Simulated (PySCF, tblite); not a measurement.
**A complex of hydroxide and water**

A gas-phase complex of hydroxide and water; charge -1, singlet. The structure comes from a short search (6 tight-binding starts) and was relaxed by PBE0-D3(BJ)/def2-TZVPD; another way of binding may lie lower. Frequencies by PBE0-D3(BJ)/def2-TZVPD show no clear imaginary mode.

Parts: 1 = hydroxide ([OH-]), atoms 1–2, charge -1; 2 = water (O), atoms 3–5.

Coordinates in Å:
```
O1      0.254   -0.419    0.188
H2     -0.184    0.421    0.037
O3     -1.147   -1.476    1.882
H4     -1.648   -2.121    1.378
H5     -0.437   -0.949    1.041
```

```tsv
contact	kind (by geometry)	distance (Å)	angle (°)
O1···H5	shared proton	1.218	-
```

Deforming the relaxed parts to their shape here costs 23.8 kcal/mol, which the interaction energies leave out.

Interaction energies are complex less parts, with the parts frozen as they stand in it; counterpoise-corrected, in kcal/mol (PySCF). The CCSD(T) estimate is Hartree-Fock/aug-cc-pVQZ, plus the MP2 correlation part extrapolated as X⁻³ from aug-cc-pVTZ and aug-cc-pVQZ, plus CCSD(T) less MP2 in aug-cc-pVDZ; noble-gas cores are frozen. It isn't the exact limit.

```csv
level,interaction,superposition error removed
Hartree-Fock/aug-cc-pVQZ,-51.55,-
wB97M-D3(BJ)/def2-TZVPD,-50.51,-0.22
MP2/aug-cc-pVQZ,-50.24,-1.01
```

(1) What does CCSD(T) at its estimated basis limit give, and which of these levels comes nearest?

(2) What holds them together? Decompose the wB97M-D3(BJ)/def2-TZVPD energy: frozen parts, their antisymmetrised product, then relaxation.

The parts were also relaxed and run alone, at the levels used for the complex: shieldings by PBE0/aug-pcSseg-2; core levels by delta-SCF with SCAN, aug-pcX-2 on the ionised atom and aug-pcseg-1 elsewhere, spin-free X2C.

Values alone: shielding of O1 (ppm): 373.8; shielding of H5 (ppm): 30.88; O1 1s core level (eV): 527.90.

(3) What does binding change?

(4) What are the binding energy from relaxed parts (wB97M-D3(BJ)/def2-TZVPD), and ΔH and ΔG of association at 298.15 K and 1 atm?

## Answers

(1) -49.89 kcal/mol. MP2/aug-cc-pVQZ is nearest, off by -0.35; the errors are Hartree-Fock/aug-cc-pVQZ -1.66, wB97M-D3(BJ)/def2-TZVPD -0.63, MP2/aug-cc-pVQZ -0.35.

(2) electrostatic -69.3, Pauli repulsion +95.2, orbital relaxation -75.9, dispersion correction -0.7 kcal/mol, which sum to the value before the counterpoise correction; the Pauli term holds the exchange-correlation of the frozen density too. Of the attraction, 52 % is orbital relaxation, 48 % is electrostatic, 0 % is dispersion correction.

(3) 
```
             property   alone  in the complex  change
shielding of O1 (ppm)   373.8           292.8   -81.0
shielding of H5 (ppm)   30.88           12.19  -18.68
O1 1s core level (eV)  527.90          530.47   +2.57
```

(4) -26.73 kcal/mol, -26.93 with zero-point energy; ΔH -28.0 and ΔG -20.4 kcal/mol, from harmonic vibrations by PBE0-D3(BJ)/def2-TZVPD with low modes damped.
